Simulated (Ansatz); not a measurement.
Geometry optimisation, Ansatz, RKS PBE-D4/6-31G*.

input.yaml

```yaml
crystal:
  periodic: [false, false, false]
  atoms:
    - { symbol: Al, position_ang: [0.0, 0.0, 0.0] }
    - { symbol: O, position_ang: [0.0, 0.0, 1.78] }
    - { symbol: H, position_ang: [-0.9095, -0.2814, 2.1171] }
    - { symbol: C, position_ang: [1.706, 0.0, -0.985] }
    - { symbol: H, position_ang: [2.0356, -1.0462, -1.1552] }
    - { symbol: H, position_ang: [1.5695, 0.508, -1.9624] }
    - { symbol: H, position_ang: [2.4756, 0.5381, -0.3932] }
    - { symbol: H, position_ang: [-1.351, 0.0, -0.78] }
basis:
  gaussian: { orbitals: "6-31G*" }
hamiltonian:
  xc: pbe
  dispersion: d4
relax:
  f_tol: 0.02
  max_steps: 40
```

Run as:

```bash
$ ansatz run input.yaml --threads 1 --pin off --max-ram 2048MiB --backend cpu --events-out ev --progress --plain --runs-dir out
```

Problem. Where does it end, and by what steps?

Solution. It converged. The force dipped under the threshold on the way, but the program's further checks kept it going. After 17 steps the energy has fallen by 0.115 eV; H6 moved furthest, 0.34 Å.

```json
{"step": "0", "energy less start (eV)": "0.0000", "largest force component (eV/Å)": "1.297", "accepted": "yes"}
{"step": "1", "energy less start (eV)": "0.0488", "largest force component (eV/Å)": "2.808", "accepted": "no"}
{"step": "2", "energy less start (eV)": "-0.0894", "largest force component (eV/Å)": "0.927", "accepted": "yes"}
{"step": "3", "energy less start (eV)": "-0.1084", "largest force component (eV/Å)": "0.114", "accepted": "yes"}
{"step": "4", "energy less start (eV)": "-0.1098", "largest force component (eV/Å)": "0.086", "accepted": "yes"}
{"step": "5", "energy less start (eV)": "-0.1129", "largest force component (eV/Å)": "0.061", "accepted": "yes"}
{"step": "6", "energy less start (eV)": "-0.1137", "largest force component (eV/Å)": "0.036", "accepted": "yes"}
{"step": "7", "energy less start (eV)": "-0.1141", "largest force component (eV/Å)": "0.007", "accepted": "yes"}
{"step": "8", "energy less start (eV)": "-0.1115", "largest force component (eV/Å)": "0.258", "accepted": "no"}
{"step": "9", "energy less start (eV)": "-0.1144", "largest force component (eV/Å)": "0.028", "accepted": "yes"}
{"step": "10", "energy less start (eV)": "-0.1140", "largest force component (eV/Å)": "0.144", "accepted": "no"}
{"step": "11", "energy less start (eV)": "-0.1148", "largest force component (eV/Å)": "0.019", "accepted": "yes"}
{"step": "12", "energy less start (eV)": "-0.1146", "largest force component (eV/Å)": "0.054", "accepted": "no"}
{"step": "13", "energy less start (eV)": "-0.1150", "largest force component (eV/Å)": "0.023", "accepted": "yes"}
{"step": "14", "energy less start (eV)": "-0.1151", "largest force component (eV/Å)": "0.015", "accepted": "yes"}
{"step": "15", "energy less start (eV)": "-0.1152", "largest force component (eV/Å)": "0.042", "accepted": "yes"}
{"step": "16", "energy less start (eV)": "-0.1153", "largest force component (eV/Å)": "0.033", "accepted": "yes"}
{"step": "17", "energy less start (eV)": "-0.1153", "largest force component (eV/Å)": "0.003", "accepted": "yes"}
```

```xyz
8
Properties=species:S:1:pos:R:3
Al -0.022 -0.098 -0.033
O -0.005 0.064 1.693
H -0.863 0.005 2.152
C 1.701 0.006 -0.960
H 1.954 -0.957 -1.440
H 1.682 0.764 -1.764
H 2.521 0.263 -0.268
H -1.441 -0.328 -0.760
```

Whether the end is a true minimum wasn't checked by a vibrational analysis.

Time of the run: 33 s on 1 thread of Intel(R) Xeon(R) Platinum 8259CL CPU @ 2.50GHz (Skylake/Cascade Lake), on a shared host, peak memory 0.14 GiB.
